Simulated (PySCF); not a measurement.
# One shape, several levels: H2O3 (SMILES OOO)

Wanted: a comparison of 6 runs (B3LYP/STO-6G, wB97X-V/STO-6G, BCCD(T)/STO-6G, CCSDT(Q)/STO-6G, NEVPT2(2,2)/STO-6G, CISD/STO-6G) of H2O3. The job is set up through a Python script.

The calculation is run with PySCF 2.14.0.

7 further runs of the same task are left out: 7 set aside as unsound or not needed.

## Step 1: The structure to begin with

H2O3 has 5 atoms, charge 0, and is taken as a singlet. SMILES: `OOO`. The O1–H4 distance was set to 1.743 Å, away from the relaxed value. At this shape a bond of the SMILES string is far longer than usual.

Bond lengths: O1–O2 1.403 Å, O2–O3 1.403 Å, O3–H5 0.968 Å. Angles: O1–O2–O3 108.0°, O2–O3–H5 102.8°.

## Step 2: The energy at B3LYP/STO-6G (run 1)

File run.py:

```python
from pyscf import gto, dft

mol = gto.M(
    atom='''
O     -1.312668    -2.423640     0.538837
O      0.264630    -1.183243     2.270525
O      2.734010    -1.227216     1.308352
H     -2.476316     0.053290    -1.294821
H      2.859091     0.377255     0.437056
''',
    verbose=3,
    unit='bohr',
    max_memory=1860,
    basis='sto-6g',
)

mf = dft.RKS(mol)
mf.xc = 'b3lyp'
mf.grids.level = 5
mf.conv_tol = 1e-10
mf.kernel()
if not mf.converged:
    mf = mf.newton().run(mf.mo_coeff, mf.mo_occ)

e_final = mf.e_tot
print('E(%s) = %.9f' % ('B3LYP', e_final))
```

Started as:

```
OMP_NUM_THREADS=1 python run.py
```

Log:

```text
converged SCF energy = -225.623598925319
E(B3LYP) = -225.623598925
```

It took 3.9 s on 1 thread of Arm Neoverse V1, shared host; peak memory 0.19 GiB.

## Step 3: A single-point energy at wB97X-V/STO-6G (run 2)

File run.py:

```python
from pyscf import gto, dft

mol = gto.Mole()
mol.atom = [
    ('O', (-0.694634, -1.282535, 0.285140)),
    ('O', (0.140036, -0.626145, 1.201510)),
    ('O', (1.446776, -0.649415, 0.692350)),
    ('H', (-1.310410, 0.028200, -0.685190)),
    ('H', (1.512966, 0.199635, 0.231280)),
]
mol.max_memory = 1860
mol.basis = 'sto-6g'
mol.charge = 0
mol.spin = 0
mol.verbose = 3
mol.build()

ks = dft.RKS(mol, xc='wb97x-v')
ks.nlcgrids.level = 1
ks.conv_tol = 1e-10
ks.grids.level = 5
ks.kernel()
if not ks.converged:
    ks = ks.newton().run(ks.mo_coeff, ks.mo_occ)

energy = ks.e_tot
print(f'total energy: {energy:.8f} hartree')
```

Started as:

```
OMP_NUM_THREADS=1 python run.py
```

Log:

```text
converged SCF energy = -225.56708618886
total energy: -225.56708619 hartree
```

Run time: 26 s. Hardware: 1 thread of Arm Neoverse V1, shared host; peak memory 0.19 GiB.

Runs 3 to 5 aren't shown in full; the table further down has their settings and results.

## Step 4: A single-point energy at CISD/STO-6G (run 6)

File calc.py:

```python
from pyscf import gto, ci

molecule = gto.M(
    atom='''
O     -0.694634    -1.282535     0.285140
O      0.140036    -0.626145     1.201510
O      1.446776    -0.649415     0.692350
H     -1.310410     0.028200    -0.685190
H      1.512966     0.199635     0.231280
''',
    charge=0,
    max_memory=1860,
    verbose=3,
    basis='sto-6g',
)

myscf = molecule.RHF()
myscf.conv_tol = 1e-10
myscf.kernel()
if not myscf.converged:
    myscf = myscf.newton().run(myscf.mo_coeff, myscf.mo_occ)

cisd = ci.CISD(myscf, frozen=3)
cisd.kernel()
energy = cisd.e_tot
print('Final energy', energy)
```

Started as:

```
OMP_NUM_THREADS=1 python calc.py
```

Log:

```text
converged SCF energy = -224.51348019833
E(RCISD) = -224.7456179784062  E_corr = -0.2321377800764863
Final energy -224.74561797840624
```

Run time: 0.93 s. Hardware: 1 thread of Arm Neoverse V1, shared host; peak memory 0.12 GiB.

## Step 5: All runs side by side

| run | level | nlc grid | integration grid | energy (Eh) | dipole moment (D) of the reference | HOMO energy (eV) | LUMO energy (eV) | wall time |
| --- | --- | --- | --- | --- | --- | --- | --- | --- |
| 1 | B3LYP/STO-6G | – | 5 | -225.623599 | 1.81 | -4.75 | -0.15 | 3.9 s |
| 2 | wB97X-V/STO-6G | 1 | 5 | -225.567086 | 1.86 | -7.29 | 2.49 | 26 s |
| 3 | BCCD(T)/STO-6G | – | – | -224.782237 | – | – | – | 1.3 s |
| 4 | CCSDT(Q)/STO-6G | – | – | -224.784480 | 2.29 | -8.67 | 4.03 | 4.8 s |
| 5 | NEVPT2(2,2)/STO-6G | – | – | -224.742148 | 2.29 | -8.67 | 4.03 | 0.99 s |
| 6 | CISD/STO-6G | – | – | -224.745618 | 2.29 | -8.67 | 4.03 | 0.93 s |

## Step 6: What came out

```
                                          quantity          value
                               run 6: total energy  -224.74562 Eh
       run 6: dipole moment (Hartree–Fock density)         2.29 D
        run 6: HOMO energy (Hartree–Fock orbitals)       -8.67 eV
        run 6: LUMO energy (Hartree–Fock orbitals)        4.03 eV
      run 6: HOMO–LUMO gap (Hartree–Fock orbitals)       12.70 eV
run 6: correlation energy (3 core orbitals frozen)     -232.1 mEh
```

In words: Totals of different functionals can't be ranked against each other. In runs 1, 2, 3, 4, 5, 6 the basis is minimal, so the values are rough. In runs 1, 2, 6 a closed-shell determinant meets a far-stretched bond, which it describes badly. All runs together took 38 s, the longest 26 s.
